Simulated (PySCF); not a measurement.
## Spin-Hamiltonian simulation

Molecule: `CC(C)F`, C$_{3}$H$_{7}$F.

Cartesian coordinates in Å; atom numbers follow the order of the lines, from 1:
```xyz
11

C    -1.1902   -0.4511    0.2131
C    -0.1170    0.5353   -0.2196
C     1.2872   -0.0360   -0.1034
F    -0.2027    1.6623    0.5848
H    -1.0134   -0.7633    1.2395
H    -1.1694   -1.3240   -0.4324
H    -2.1724    0.0109    0.1540
H    -0.3066    0.8946   -1.2401
H     1.4793   -0.3441    0.9216
H     1.3880   -0.8956   -0.7592
H     2.0227    0.7136   -0.3842
```

Isolated molecule, non-relativistic Hamiltonian, one averaged value for each set of equivalent atoms, one computed conformer. Spin–spin couplings from B3LYP/pcJ-1 (spin–dipole term only in couplings to heteroatoms); shieldings: GIAO PBE0/pcSseg-1; GFN2-xTB structure; PySCF.

Scale: $^{1}$H (σ = 31.72 ppm) against TMS (reference shieldings calculated alike).

Shifts (ppm): F4 -200.7, H5/H6/H7/H9/H10/H11 1.32, H8 4.95.
Couplings (Hz): F4–H5, F4–H6, F4–H7, F4–H9, F4–H10, F4–H11: 21.2; F4–H8: 55.0; H5–H6, H5–H7, H6–H7, H9–H10, H9–H11, H10–H11: -13.6; H5–H8, H6–H8, H7–H8, H8–H9, H8–H10, H8–H11: 6.4; H5–H9, H5–H10, H5–H11, H6–H9, H6–H10, H6–H11 …: 0.4.

The 8-spin Hamiltonian (Zeeman plus full scalar coupling among like nuclei) was diagonalised exactly; lines are Lorentzian, 1.0 Hz wide, and the maxima above 3 % are listed with the tallest set to 100.

Question: Give the $^{1}$H peak list of this spin system at 90 MHz.

Answer: 
```csv
Hz,ppm,height
479.6,5.328,7
473.2,5.257,10
466.8,5.186,7
460.4,5.115,3
424.6,4.717,7
418.2,4.646,9
411.8,4.575,7
405.4,4.504,3
132.6,1.473,100
126.2,1.402,96
111.4,1.237,100
105.0,1.166,96
```

Question: And at 800 MHz?

Answer: 
Hz from δ = 0 (height): 4000.4 (3), 3993.9 (8), 3987.5 (10), 3981.1 (8), 3974.8 (3), 3945.4 (3), 3938.9 (8), 3932.5 (10), 3926.1 (8), 3919.8 (3), 1069.8 (100), 1063.4 (100), 1048.6 (100), 1042.2 (99)

Question: Among coupled protons with different shifts, which pair is furthest from first order, and how does the field change that?

Answer: H5 and H8: Δν/J is about 51.0 at 90 MHz (close to first order) and 453.8 at 800 MHz (close to first order). J in Hz doesn't depend on the field, while Δν in Hz grows in proportion to it.

Unscaled 3J(H,H) at this level run about 10 % above measured values.
